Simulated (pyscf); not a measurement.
## Four-centre exchange: H₂N–SiH(NH₂)–Cl + water (H₂O) -> H₂N–Si(NH₂)(OH)–Cl + hydrogen (H₂)

Gas phase, singlet surface, charge 0. Bonds broken: Si1–H5, O10–H11. Bonds formed: Si1–O10, H5–H11. Structures and frequencies: ωB97X-D3(BJ)/def2-SVP in PySCF.

Transition state (Å):

```xyz
12

Si    -0.5326     0.3396     0.2750
Cl     0.7908     1.7360     1.0972
N     -0.0638    -0.7195    -0.9872
N     -1.7108     1.3056    -0.5943
H      0.1308    -0.8727     1.3532
H     -0.2981    -0.5331    -1.9558
H      0.6751    -1.4016    -0.8730
H     -1.3991     1.6713    -1.4911
H     -2.1076     2.0803    -0.0675
O     -1.7966    -0.0781     1.5861
H     -0.9127    -0.7946     1.7351
H     -2.6284    -0.4142     1.2163
```

One imaginary mode, 1292i cm⁻¹; descent along it reached the two sides named.

| bond | change | reactant side (Å) | saddle | product side |
|---|---|---|---|---|
| Si1–H5 | breaks | 1.480 | 1.753 | 4.3 |
| O10–H11 | breaks | 0.964 | 1.148 | 2.510 |
| Si1–O10 | forms | 3.3 | 1.868 | 1.664 |
| H5–H11 | forms | 2.7 | 1.114 | 0.762 |

Electronic energies relative to the separated reactants (eV):

| level | barrier | reaction energy | reverse barrier |
|---|---|---|---|
| ωB97X-D3(BJ)/def2-TZVP | 1.43 | -1.05 | 2.48 |
| PBE/def2-TZVP | 1.24 | -0.95 | 2.19 |
| r²SCAN/def2-TZVP | 1.26 | -1.10 | 2.36 |
| B3LYP-D3(BJ)/def2-TZVP | 1.45 | -1.04 | 2.49 |
| PBE0-D3(BJ)/def2-TZVP | 1.31 | -0.98 | 2.30 |
| M06-2X/def2-TZVP | 1.42 | -1.16 | 2.58 |
| ωB97M-D3(BJ)/def2-TZVP | 1.40 | -1.04 | 2.44 |
| HF/def2-TZVP | 2.31 | -0.96 | 3.27 |

With ωB97M-D3(BJ)/def2-TZVP energies and thermal terms (ideal gas, 1 atm, RRHO with modes under 100 cm⁻¹ raised to 100, one conformer, R ln 2 for chiral ones without a mode under 150 cm⁻¹), in eV:

```tsv
T (K)	ΔH‡	ΔG‡	ΔH	ΔG
298	1.33	1.85	-1.17	-1.07
600	1.33	2.37	-1.11	-0.99
900	1.36	2.89	-1.07	-0.94
1200	1.39	3.39	-1.04	-0.90
```

One saddle was located; it need not be the lowest between these sides.
